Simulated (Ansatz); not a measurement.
# B2 (singlet): the correlation ladder at distance B1–B2 = 3.031 Å, cc-pVDZ

Aim: climb from Hartree-Fock through coupled cluster and multireference methods for B2 (singlet) at one geometry and basis, and see what each rung misses.

Program: Ansatz 0.2.0, Gaussian basis. Level of theory: cc-pVDZ, core rule «outside noble gas», up to 2 orbitals frozen. These are calculated values, not measurements.

Plan: UHF; CCSD(T) on RHF; CCSD(T) on UHF; BCCD(T) on RHF; CISD; CCSDT(Q) on RHF; CCSDT(Q) on UHF; CISDTQ; CCSDTQ on RHF; CASSCF and MRCISD+Q, 2 electrons in 2 orbitals; CASSCF and NEVPT2, 2 electrons in 2 orbitals; CASSCF and MRCISD+Q, 6 electrons in 8 orbitals; CASSCF and NEVPT2, 6 electrons in 8 orbitals; Full CI.

29 further runs of the same task are left out: 6 for a known fault of the program, 19 that didn't finish, 4 set aside as unsound or not needed.

### Step 1. The geometry

The geometry derives from a PBE0/def2-TZVP stationary point (not a proven minimum). One bond is set to the value named and the two fragments are kept rigid.

2 atoms, charge 0, spin multiplicity 1.

Atoms are counted from 1 here; the program's logs count them from 0.

No contacts short enough for the rule that draws bonds.

### Step 2. UHF

in.yaml reads:

```yaml
crystal:
  periodic: [false, false, false]
  atoms:
    - {symbol: B, position_ang: [0.000000, 0.000000, 0.000000]}
    - {symbol: B, position_ang: [0.000000, 0.000000, 3.031000]}
basis:
  gaussian: {orbitals: cc-pVDZ}
magnetization: {spin_polarized: true, initial_magnetization: 0}
hamiltonian: {xc: hf}
output: {orbitals: {seedname: orbitals}}
```

The run is started by

```console
> ansatz run in.yaml --threads 1 --pin off --events-out ev --progress --plain --max-ram 2393MiB
```

After this run come: CCSD(T) on RHF; CCSD(T) on UHF; BCCD(T) on RHF; CISD; CCSDT(Q) on RHF; CCSDT(Q) on UHF; CISDTQ; CCSDTQ on RHF; CASSCF and MRCISD+Q, 2 electrons in 2 orbitals; CASSCF and NEVPT2, 2 electrons in 2 orbitals; CASSCF and MRCISD+Q, 6 electrons in 8 orbitals; CASSCF and NEVPT2, 6 electrons in 8 orbitals; Full CI.

Q: Predict the results of all the runs planned. Wanted: FCI below the RHF energy; RMP2 from FCI; RCCSD from FCI; RCCSD(T) from FCI; RCCSDT(Q) from FCI; NEVPT2 pair from FCI; MRCISD+Q pair from FCI; NEVPT2 valence from FCI; T1 diagnostic.

As calculated:

| quantity | value |
| --- | --- |
| FCI below the RHF energy | -5.0221 eV |
| RMP2 from FCI | +44.35 kcal/mol |
| RCCSD from FCI | +6.69 kcal/mol |
| RCCSD(T) from FCI | +1.43 kcal/mol |
| RCCSDT(Q) from FCI | +0.09 kcal/mol |
| NEVPT2 pair from FCI | +29.49 kcal/mol |
| MRCISD+Q pair from FCI | -2.47 kcal/mol |
| NEVPT2 valence from FCI | +11.76 kcal/mol |
| levels within 1 kcal/mol (43 meV) | RCCSDT, CISDTQ, RCCSDT(Q), RCCSDTQ, MRCISD+Q valence |
| T1 diagnostic | 0.033 |
| effectively unpaired electrons | 0.84 |

**Reading.** RCCSD(T) misses by +1.43 kcal/mol, 1.2 % of the correlation energy. MRCISD+Q pair falls below full CI: the +Q correction isn't variational, and the cores differ from full CI's. With 0.8 effectively unpaired electrons against 0 the state is strongly multireference. Coupled cluster on one determinant still stays close here. Of the multireference levels listed MRCISD+Q valence comes nearest in total energy (+0.84 kcal/mol), which doesn't show that its space is the better one. These misses are within one basis, not against nature.
